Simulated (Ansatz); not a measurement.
Antifluorite Mg2Ge, treated with HSE06 (Ansatz, a first-principles code, plane waves, PAW).

Run with plane-wave cutoff 460 eV, 8×8×8 k mesh, Fermi–Dirac smearing 0.01 eV, scalar-relativistic PAW data made under PBE.

Properties against volume:

```csv
V (Å³/atom),P (GPa),direct gap at Γ (eV),smallest gap on the k mesh (eV)
20.577,3.09,2.025,0.478
21.119,1.44,1.858,0.498
21.617,0.10,1.710,0.515
22.202,-1.29,1.542,0.533
22.743,-2.42,1.393,0.549
```

The fundamental gap (0.52 eV at the equilibrium volume, on the SCF mesh) lies elsewhere than Γ–Γ.

Measured, for comparison: band gap 0.74 eV (temperature not stated, no zero-point or thermal correction, indirect, Γ–X; as tabulated in Ryu et al. (2019), arXiv:1905.06140).

Spin–orbit coupling is not included.
